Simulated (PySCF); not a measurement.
**UCCSDT/STO-3G run of SiNH4 (SMILES [NH][SiH3])**

Aim: the vertical ionisation energy of SiNH4 at UCCSDT/STO-3G, from 2 runs. 

Program for the calculation: PySCF 2.14.0.

7 further runs of the same task are left out: 7 set aside as unsound or not needed.

## Step 1: The structure to begin with

SiNH4: 6 atoms, total charge 0, spin state doublet. As SMILES, `[NH][SiH3]`. The coordinates come from a PBE0-D4/def2-TZVP relaxation.

Bond lengths: N1–Si2 1.753 Å, N1–H3 1.023 Å, Si2–H4 1.491 Å, Si2–H5 1.491 Å, Si2–H6 1.481 Å. Angles: N1–Si2–H4 110.8°, N1–Si2–H5 109.1°, N1–Si2–H6 109.3°, Si2–N1–H3 111.9°, H4–Si2–H5 108.6°, H4–Si2–H6 109.5°, H5–Si2–H6 109.5°.

## Step 2: A single-point energy at UCCSDT/STO-3G

calc.py reads:

```python
from pyscf import gto, scf, cc

mol = gto.M(
    atom='''
N      1.118907    -1.578299     1.718706
Si    -0.384937     0.656869    -0.207870
H      1.743839    -3.100474     0.704301
H     -2.476675    -0.533470    -1.673352
H      1.491939     1.723052    -2.019928
H     -1.413704     2.711379     1.391216
''',
    unit='bohr',
    basis='sto-3g',
    spin=1,
    charge=0,
    verbose=3,
    max_memory=1860,
)

mf = scf.UHF(mol)
mf.conv_tol = 1e-10
mf.kernel()
if not mf.converged:
    mf = mf.newton().run(mf.mo_coeff, mf.mo_occ)

mycc = cc.CCSDT(mf, frozen=6)
mycc.kernel()
e_tot = mycc.e_tot
print('Final energy', e_tot)
```

Run with:

```
$ OMP_NUM_THREADS=1 python calc.py
```

Output:

```text
converged SCF energy = -341.626066708709  <S^2> = 0.75882792  2S+1 = 2.0088085
_make_eris_incore_UCCSDT

WARN: A large `blksize_v_aaa` is being used, which may cause large memory consumption
      for storing contraction intermediates. If memory is sufficient, consider using
      `pyscf.cc.uccsdt_highm.UCCSDT` instead.

WARN: A large `blksize_v_aab` is being used, which may cause large memory consumption
      for storing contraction intermediates. If memory is sufficient, consider using
      `pyscf.cc.uccsdt_highm.UCCSDT` instead.

UCCSDT converged
E(UCCSDT) = -341.7268438086964   E_corr = -0.1007770999872512
E_corr(same-spin) = -0.00438259027118136
E_corr(oppo-spin) = -0.0963945097160698
Final energy -341.7268438086964
```

Wall time 2.1 s (1 thread of Arm Neoverse V1, shared host); peak memory 0.11 GiB.

## Step 3: The singlet cation at the same level

run.py reads:

```python
from pyscf import gto, cc

system = gto.Mole()
system.atom = [
    ('N', (0.592100, -0.835200, 0.909500)),
    ('Si', (-0.203700, 0.347600, -0.110000)),
    ('H', (0.922800, -1.640700, 0.372700)),
    ('H', (-1.310600, -0.282300, -0.885500)),
    ('H', (0.789500, 0.911800, -1.068900)),
    ('H', (-0.748100, 1.434800, 0.736200)),
]
system.max_memory = 1860
system.basis = 'sto-3g'
system.charge = 1
system.verbose = 4
system.build()

hf = system.RHF()
hf.conv_tol = 1e-10
hf.kernel()
if not hf.converged:
    hf = hf.newton().run(hf.mo_coeff, hf.mo_occ)

mycc = cc.CCSDT(hf, frozen=6)
mycc.kernel()
energy = mycc.e_tot
print('Final energy', energy)
```

Run with:

```
$ OMP_NUM_THREADS=1 python run.py
```

Output:

```text
PySCF version 2.14.0

[INPUT] num. atoms = 6
[INPUT] num. electrons = 24
[INPUT] charge = 1
[INPUT] spin (= nelec alpha-beta = 2S) = 0
[INPUT] symmetry False subgroup None
[INPUT] Mole.unit = angstrom
[INPUT] Symbol           X                Y                Z      unit          X                Y                Z       unit  Magmom
[INPUT]  1 N      0.592100000000  -0.835200000000   0.909500000000 AA    1.118906838355  -1.578299259237   1.718705910292 Bohr   0.0
[INPUT]  2 Si    -0.203700000000   0.347600000000  -0.110000000000 AA   -0.384937211574   0.656868800899  -0.207869873702 Bohr   0.0
[INPUT]  3 H      0.922800000000  -1.640700000000   0.372700000000 AA    1.743839267749  -3.100473652574   0.704300926625 Bohr   0.0
[INPUT]  4 H     -1.310600000000  -0.282300000000  -0.885500000000 AA   -2.476675058855  -0.533469684965  -1.673352483302 Bohr   0.0
[INPUT]  5 H      0.789500000000   0.911800000000  -1.068900000000 AA    1.491938775344   1.723052280378  -2.019928254548 Bohr   0.0
[INPUT]  6 H     -0.748100000000   1.434800000000   0.736200000000 AA   -1.413704113787   2.711379043526   1.391216372905 Bohr   0.0

nuclear repulsion = 56.6744251402679
number of shells = 12
number of NR pGTOs = 54
number of NR cGTOs = 18
basis = sto-3g
ecp = {}

******** <class 'pyscf.scf.hf.RHF'> ********
method = RHF
initial guess = minao
damping factor = 0
level_shift factor = 0
DIIS = <class 'pyscf.scf.diis.CDIIS'>
diis_start_cycle = 1
diis_space = 8
diis_damp = 0
SCF conv_tol = 1e-10
SCF conv_tol_grad = None
SCF max_cycles = 50
direct_scf = True
direct_scf_tol = 1e-13
Set gradient conv threshold to 1e-05
Initial guess from minao.
init E= -341.106477308194
  HOMO = -0.273418855681926  LUMO = -0.194650511195782  gap/eV = 2.14340
cycle= 1 E= -341.261939060015  delta_E= -0.155  |g|= 0.258  |ddm|= 2.69
  HOMO = -0.656464279773422  LUMO = -0.309932851447685  gap/eV = 9.42960
cycle= 2 E= -341.29511659398  delta_E= -0.0332  |g|= 0.0682  |ddm|= 0.497
  HOMO = -0.660194842996994  LUMO = -0.236439633994173  gap/eV = 11.53097
cycle= 3 E= -341.300272170812  delta_E= -0.00516  |g|= 0.0377  |ddm|= 0.167
  HOMO = -0.660318785255333  LUMO = -0.242428835089685  gap/eV = 11.37136
cycle= 4 E= -341.301668515771  delta_E= -0.0014  |g|= 0.00947  |ddm|= 0.112
  HOMO = -0.660567579459535  LUMO = -0.240464243868313  gap/eV = 11.43159
cycle= 5 E= -341.301806759754  delta_E= -0.000138  |g|= 0.00165  |ddm|= 0.0396
  HOMO = -0.66035071853681  LUMO = -0.240338754116567  gap/eV = 11.42911
cycle= 6 E= -341.301810533922  delta_E= -3.77e-06  |g|= 0.000256  |ddm|= 0.00674
  HOMO = -0.660367228325058  LUMO = -0.240309419966514  gap/eV = 11.43036
cycle= 7 E= -341.301810596442  delta_E= -6.25e-08  |g|= 6.86e-05  |ddm|= 0.000856
  HOMO = -0.660364600174551  LUMO = -0.240317855894986  gap/eV = 11.43005
cycle= 8 E= -341.301810604793  delta_E= -8.35e-09  |g|= 4.61e-05  |ddm|= 0.000253
  HOMO = -0.660365153490399  LUMO = -0.240317546123125  gap/eV = 11.43008
cycle= 9 E= -341.301810612594  delta_E= -7.8e-09  |g|= 3.66e-05  |ddm|= 0.000273
  HOMO = -0.660365333257127  LUMO = -0.240316192886225  gap/eV = 11.43012
cycle= 10 E= -341.301810625079  delta_E= -1.25e-08  |g|= 8.57e-06  |ddm|= 0.000818
  HOMO = -0.660365580050987  LUMO = -0.240317346484324  gap/eV = 11.43009
cycle= 11 E= -341.301810625628  delta_E= -5.49e-10  |g|= 9.53e-07  |ddm|= 0.000206
  HOMO = -0.660365364525601  LUMO = -0.240317480736588  gap/eV = 11.43009
cycle= 12 E= -341.301810625629  delta_E= -1.25e-12  |g|= 3.88e-07  |ddm|= 3.83e-06
  HOMO = -0.660365389282224  LUMO = -0.240317458905271  gap/eV = 11.43009
Extra cycle  E= -341.30181062563  delta_E= -5.68e-13  |g|= 2.57e-07  |ddm|= 9.23e-07
converged SCF energy = -341.30181062563

******** <class 'pyscf.cc.rccsdt.RCCSDT'> ********
RCCSDT nocc = 6, nmo = 12
Allocating only the i<=j<=k part of the T3 amplitude in memory
frozen orbitals 6
max_cycle = 50
conv_tol = 1e-07
conv_tol_normt = 1e-06
diis with the T3 amplitude
diis_space = 6
diis_start_cycle = 0
diis_start_energy_diff = 1e+09
einsum_backend: numpy
_make_eris_incore_RCCSDT
blksize  6    blksize_oovv  4    blksize_oooo  4    blksize_vvvv  1

WARN: A large `blksize` is being used, which may cause large memory consumption
      for storing contraction intermediates. If memory is sufficient, consider using
      `pyscf.cc.rccsdt_highm.RCCSDT` instead.

WARN: A large `blksize_oovv` is being used, which may cause large memory consumption
      for storing contraction intermediates. If memory is sufficient, consider using
      `pyscf.cc.rccsdt_highm.RCCSDT` instead.

WARN: A large `blksize_oooo` is being used, which may cause large memory consumption
      for storing contraction intermediates. If memory is sufficient, consider using
      `pyscf.cc.rccsdt_highm.RCCSDT` instead.

Approximate memory usage estimate
    T3 memory                94.5 KB
    R3 memory                94.5 KB
    Symmetrized T3 memory    70.9 KB
    ERIs memory               162 KB
    T1-ERIs memory            162 KB
    Intermediates memory      162 KB
    Block workspace           270 KB
    T3 einsum buffer          270 KB
Init t2, MP2 energy = -341.380143088019  E_corr(MP2) -0.078332462389
Init E_corr(RCCSDT) = -0.0783324623891608
cycle =  1  E_corr(RCCSDT) = -0.100846341785  dE = -2.251387939583e-02  norm(d tamps) = 8.02707823e-02
cycle =  2  E_corr(RCCSDT) = -0.111940117909  dE = -1.109377612397e-02  norm(d tamps) = 4.76481553e-02
cycle =  3  E_corr(RCCSDT) = -0.115436818230  dE = -3.496700320861e-03  norm(d tamps) = 3.38343043e-02
cycle =  4  E_corr(RCCSDT) = -0.124334100728  dE = -8.897282498133e-03  norm(d tamps) = 2.68319375e-02
cycle =  5  E_corr(RCCSDT) = -0.125997867586  dE = -1.663766857870e-03  norm(d tamps) = 1.52840581e-02
cycle =  6  E_corr(RCCSDT) = -0.126550973582  dE = -5.531059962253e-04  norm(d tamps) = 7.70028558e-03
cycle =  7  E_corr(RCCSDT) = -0.126947992662  dE = -3.970190800304e-04  norm(d tamps) = 5.51038484e-03
cycle =  8  E_corr(RCCSDT) = -0.126931605443  dE =  1.638721897329e-05  norm(d tamps) = 3.94576524e-03
cycle =  9  E_corr(RCCSDT) = -0.127075971244  dE = -1.443658007305e-04  norm(d tamps) = 2.98114282e-03
cycle = 10  E_corr(RCCSDT) = -0.127256077285  dE = -1.801060406942e-04  norm(d tamps) = 2.04653526e-03
cycle = 11  E_corr(RCCSDT) = -0.127314935471  dE = -5.885818656864e-05  norm(d tamps) = 8.93414224e-04
cycle = 12  E_corr(RCCSDT) = -0.127367682143  dE = -5.274667205346e-05  norm(d tamps) = 4.41868039e-04
cycle = 13  E_corr(RCCSDT) = -0.127355491395  dE =  1.219074844447e-05  norm(d tamps) = 2.99319490e-04
cycle = 14  E_corr(RCCSDT) = -0.127353364416  dE =  2.126978362132e-06  norm(d tamps) = 1.96680125e-04
cycle = 15  E_corr(RCCSDT) = -0.127327977604  dE =  2.538681259670e-05  norm(d tamps) = 1.37989806e-04
cycle = 16  E_corr(RCCSDT) = -0.127320576332  dE =  7.401271413549e-06  norm(d tamps) = 7.63388126e-05
cycle = 17  E_corr(RCCSDT) = -0.127318834553  dE =  1.741778853065e-06  norm(d tamps) = 6.00234338e-05
cycle = 18  E_corr(RCCSDT) = -0.127322470262  dE = -3.635708031441e-06  norm(d tamps) = 5.13415390e-05
cycle = 19  E_corr(RCCSDT) = -0.127322846321  dE = -3.760597309388e-07  norm(d tamps) = 4.31564809e-05
cycle = 20  E_corr(RCCSDT) = -0.127326111413  dE = -3.265092106991e-06  norm(d tamps) = 2.86357222e-05
cycle = 21  E_corr(RCCSDT) = -0.127324926538  dE =  1.184875450588e-06  norm(d tamps) = 1.88759487e-05
cycle = 22  E_corr(RCCSDT) = -0.127325222151  dE = -2.956129959986e-07  norm(d tamps) = 1.30484198e-05
cycle = 23  E_corr(RCCSDT) = -0.127324210142  dE =  1.012009058998e-06  norm(d tamps) = 9.55953542e-06
cycle = 24  E_corr(RCCSDT) = -0.127323964241  dE =  2.459005129241e-07  norm(d tamps) = 5.02246959e-06
cycle = 25  E_corr(RCCSDT) = -0.127324058175  dE = -9.393388478163e-08  norm(d tamps) = 2.84498789e-06
cycle = 26  E_corr(RCCSDT) = -0.127324181726  dE = -1.235508195752e-07  norm(d tamps) = 1.72885672e-06
cycle = 27  E_corr(RCCSDT) = -0.127324200107  dE = -1.838096941320e-08  norm(d tamps) = 1.27577172e-06
cycle = 28  E_corr(RCCSDT) = -0.127324252272  dE = -5.216481738235e-08  norm(d tamps) = 8.95972399e-07
RCCSDT converged
E(RCCSDT) = -341.4291348779014   E_corr = -0.127324252271815
E_corr(same-spin) = -0.00919449674576747
E_corr(oppo-spin) = -0.118129755526048
Final energy -341.42913487790145
```

It took 1.6 s on 1 thread of Arm Neoverse V1, shared host; peak memory 0.12 GiB.

## Step 4: Summary of results

At UCCSDT/STO-3G, 6 core orbitals frozen:

| quantity | value |
| --- | --- |
| doublet SiNH4: total energy | -341.72684 Eh |
| doublet SiNH4: dipole moment (Hartree–Fock density) | 1.58 D |
| doublet SiNH4: HOMO energy (Hartree–Fock orbitals) (highest over α and β) | -8.28 eV |
| doublet SiNH4: LUMO energy (Hartree–Fock orbitals) (lowest over α and β) | 8.35 eV |
| doublet SiNH4: correlation energy (6 core orbitals frozen) | -100.8 mEh |
| doublet SiNH4: ⟨S²⟩ of the reference determinant | 0.759 |
| doublet SiNH4: T1 diagnostic | 0.008 |
| singlet cation: total energy | -341.42913 Eh |
| singlet cation: HOMO energy (Hartree–Fock orbitals) | -17.97 eV |
| singlet cation: LUMO energy (Hartree–Fock orbitals) | -6.54 eV |
| singlet cation: HOMO–LUMO gap (Hartree–Fock orbitals) | 11.43 eV |
| singlet cation: correlation energy (6 core orbitals frozen) | -127.3 mEh |
| singlet cation: T1 diagnostic | 0.042 |
| vertical ionisation energy (to the singlet cation) | 8.101 eV |

Removing an electron at fixed nuclei costs 8.10 eV (187 kcal/mol). Only the singlet of the ionised species was computed; a triplet could lie lower. In a minimal basis such a difference can be off by several eV, whatever the method. The T1 diagnostic (singlet cation) of 0.042 is above the customary mark for such species, so a single reference may not serve.
